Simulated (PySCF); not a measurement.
**AlB: a composite coupled-cluster curve**

What constants does extrapolated CCSD(T) give for AlB, and what does each step add?

Program: PySCF 2.14.0. Level of theory: CCSD(T) on ROHF, no relativity in the base curves; scalar relativity is added as a correction. These are calculated values, not measurements.

## (1) Set-up

* molecule: AlB
* state: triplet, unpaired electrons π ↑↑
* smaller basis: Al cc-pV(T+d)Z, B cc-pVTZ
* larger basis: Al cc-pV(Q+d)Z, B cc-pVQZ
* frozen core orbitals: 6
* extrapolation: correlation as n⁻³ (n = 3, 4), Hartree–Fock as (n+1)·exp(−9√n)
* corrections: core–valence correlation, scalar relativity
* distances (Å): 1.7893, 1.8707, 1.9520, 2.0333, 2.1147, 2.2163, 2.3180
* masses (u): 26.9815, 11.0093
* dissociation limit: Al + B

Run with:

```bash
> OMP_NUM_THREADS=4 python comp.py task.json out
```

## (2) The runs

**Question.** What will these runs give? Wanted: for each run, Re; ωe; ωexe; αe; De.

The runs gave:

```csv
level,Re (Å),ωe (cm⁻¹),ωexe (cm⁻¹),αe (cm⁻¹),De (eV)
CCSD(T)/cc-pVTZ(-PP),2.0467,604.2,4.57,0.00523,1.823
CCSD(T)/cc-pVQZ(-PP),2.0391,611.3,4.69,0.00530,1.883
HF/CBS,2.0803,563.8,4.09,0.00516,0.880
MP2/CBS,2.0372,615.7,4.31,0.00508,1.808
CCSD/CBS,2.0402,609.7,4.51,0.00521,1.678
CCSD(T)/CBS,2.0354,615.9,4.72,0.00529,1.923
CCSD(T)/CBS+CV,2.0275,618.5,4.74,0.00534,1.942
CCSD(T)/CBS+CV+SR,2.0273,617.6,4.74,0.00535,1.938
```

What this shows: The last step gives Re = 2.0273 Å, ωe = 617.6 cm⁻¹ and De = 1.938 eV; the smaller basis alone is off from it by +19.5 mÅ and -0.12 eV. Near the minimum the mean field binds by 0.87 eV and correlation adds 1.05 eV of binding. T1 is 0.066, large enough to doubt a single reference. Spin–orbit coupling and excitations beyond (T) are left out.
